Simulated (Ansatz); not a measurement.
Ansatz (a program for electronic structure) input (SVWN5/6-31G*):

Ansatz 0.2 input:
```yaml
crystal:
  periodic: [false, false, false]
  atoms:
    - {symbol: C, position_ang: [-0.16649132, 0.77560483, 0.01113563]}
    - {symbol: O, position_ang: [-0.09158675, -0.73334912, -0.01012874]}
    - {symbol: H, position_ang: [0.83810554, -1.00422090, -0.01541851]}
    - {symbol: H, position_ang: [0.44817495, 1.09642783, 0.89008978]}
    - {symbol: H, position_ang: [0.44536144, 1.12095706, -0.86045513]}
basis:
  gaussian:
    orbitals: 6-31G*
hamiltonian:
  xc: {name: SVWN5}
total_charge: -1
output: {forces: true}
```

### Question
What final total energy does it give?

### Answer
-114.06450 Eh.
